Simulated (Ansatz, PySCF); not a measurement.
Dissociation curve of Na2, singlet.

Levels of theory: UHF/cc-pVQZ (Ansatz, a program for electronic structure); RHF/cc-pVQZ (Ansatz); UKS-CAM-B3LYP = unrestricted CAM-B3LYP/cc-pVQZ run with Ansatz; RKS-CAM-B3LYP = Ansatz with restricted CAM-B3LYP/cc-pVQZ; UKS-BLYP = unrestricted BLYP/cc-pVQZ run with Ansatz; RKS-BLYP = restricted BLYP/cc-pVQZ in Ansatz; UKS-PBE = unrestricted PBE/cc-pVQZ (Ansatz); RKS-PBE = restricted PBE/cc-pVQZ in Ansatz; UKS-B3LYP/6-31G* = unrestricted B3LYP/6-31G*, spherical d (PySCF); RKS-B3LYP/6-31G* = restricted B3LYP/6-31G*, spherical d (PySCF); UKS-B3LYP/3-21G = unrestricted B3LYP/3-21G in PySCF; RKS-B3LYP/3-21G = restricted B3LYP/3-21G (PySCF).

Scanned distances (Å): 2.49, 2.69, 2.80, 2.91, 2.97, 3.10, 3.19, 3.26, 3.40, 3.52, 3.83, 4.19, 4.62, 5.07, 5.63, 6.26, 6.89, 7.50, 8.47, 9.30.

**Question.** Where does the unrestricted solution first break spin symmetry (<S²> of 0.01 or more)?

**Answer.** UHF: already at 2.49 Å; UKS-CAM-B3LYP: between 3.52 and 3.83 Å; UKS-BLYP: between 4.62 and 5.07 Å; UKS-PBE: between 3.83 and 4.19 Å; UKS-B3LYP/6-31G*: between 3.83 and 4.19 Å; UKS-B3LYP/3-21G: between 4.19 and 4.62 Å.

| R / Å | <S²> UHF | E(RHF) − E(UHF) / kcal/mol | <S²> UKS-CAM-B3LYP | E(RKS-CAM-B3LYP) − E(UKS-CAM-B3LYP) / kcal/mol | <S²> UKS-BLYP | E(RKS-BLYP) − E(UKS-BLYP) / kcal/mol | <S²> UKS-PBE | E(RKS-PBE) − E(UKS-PBE) / kcal/mol | <S²> UKS-B3LYP/6-31G* | E(RKS-B3LYP/6-31G*) − E(UKS-B3LYP/6-31G*) / kcal/mol | <S²> UKS-B3LYP/3-21G | E(RKS-B3LYP/3-21G) − E(UKS-B3LYP/3-21G) / kcal/mol |
|---|---|---|---|---|---|---|---|---|---|---|---|---|
| 2.49 | 0.16 | 0.2 | 0.00 | 0.0 | 0.00 | 0.0 | 0.00 | 0.0 | 0.00 | 0.0 | 0.00 | 0.0 |
| 2.69 | 0.23 | 0.4 | 0.00 | 0.0 | 0.00 | 0.0 | 0.00 | 0.0 | 0.00 | 0.0 | 0.00 | 0.0 |
| 2.80 | 0.28 | 0.5 | 0.00 | 0.0 | 0.00 | 0.0 | 0.00 | 0.0 | 0.00 | 0.0 | 0.00 | 0.0 |
| 2.91 | 0.33 | 0.8 | 0.00 | 0.0 | 0.00 | 0.0 | 0.00 | 0.0 | 0.00 | 0.0 | 0.00 | 0.0 |
| 2.97 | 0.36 | 1.0 | 0.00 | 0.0 | 0.00 | 0.0 | 0.00 | 0.0 | 0.00 | 0.0 | 0.00 | 0.0 |
| 3.10 | 0.42 | 1.4 | 0.00 | 0.0 | 0.00 | 0.0 | 0.00 | 0.0 | 0.00 | 0.0 | 0.00 | 0.0 |
| 3.19 | 0.46 | 1.7 | 0.00 | 0.0 | 0.00 | 0.0 | 0.00 | 0.0 | 0.00 | 0.0 | 0.00 | 0.0 |
| 3.26 | 0.49 | 2.1 | 0.00 | 0.0 | 0.00 | 0.0 | 0.00 | 0.0 | 0.00 | 0.0 | 0.00 | 0.0 |
| 3.40 | 0.55 | 2.8 | 0.00 | 0.0 | 0.00 | 0.0 | 0.00 | 0.0 | 0.00 | 0.0 | 0.00 | 0.0 |
| 3.52 | 0.60 | 3.5 | 0.00 | 0.0 | 0.00 | 0.0 | 0.00 | 0.0 | 0.00 | 0.0 | 0.00 | 0.0 |
| 3.83 | 0.71 | 5.7 | 0.18 | 0.1 | 0.00 | 0.0 | 0.00 | 0.0 | 0.00 | 0.0 | 0.00 | 0.0 |
| 4.19 | 0.81 | 8.9 | 0.49 | 1.3 | 0.00 | 0.0 | 0.08 | 0.0 | 0.07 | 0.0 | 0.00 | 0.0 |
| 4.62 | 0.89 | 13.0 | 0.72 | 3.7 | 0.00 | 0.0 | 0.37 | 0.5 | 0.48 | 0.8 | 0.39 | 0.4 |
| 5.07 | 0.94 | 17.5 | 0.85 | 6.8 | 0.45 | 0.4 | 0.62 | 1.5 | 0.73 | 2.4 | 0.69 | 1.8 |
| 5.63 | 0.97 | 22.8 | 0.94 | 10.8 | 0.79 | 1.6 | 0.83 | 3.1 | 0.89 | 4.7 | 0.87 | 4.0 |
| 6.26 | 0.99 | 28.1 | 0.98 | 14.9 | 0.93 | 3.1 | 0.95 | 5.1 | 0.96 | 7.3 | 0.95 | 6.5 |
| 6.89 | 1.00 | 32.6 | 0.99 | 18.3 | 0.98 | 4.4 | 0.99 | 6.8 | 0.99 | 9.3 | 0.98 | 8.5 |
| 7.50 | 1.00 | 36.2 | 1.00 | 20.9 | 0.99 | 5.3 | 1.00 | 8.0 | 0.99 | 10.8 | 0.99 | 10.0 |
| 8.47 | 1.00 | 40.6 | 1.00 | 24.0 | 1.00 | 6.1 | 1.00 | 9.2 | 1.00 | 12.3 | 1.00 | 11.6 |
| 9.30 | 1.00 | 43.4 | 1.00 | 25.8 | 1.00 | 6.5 | 1.00 | 9.7 | 1.00 | 13.1 | 1.00 | 12.4 |
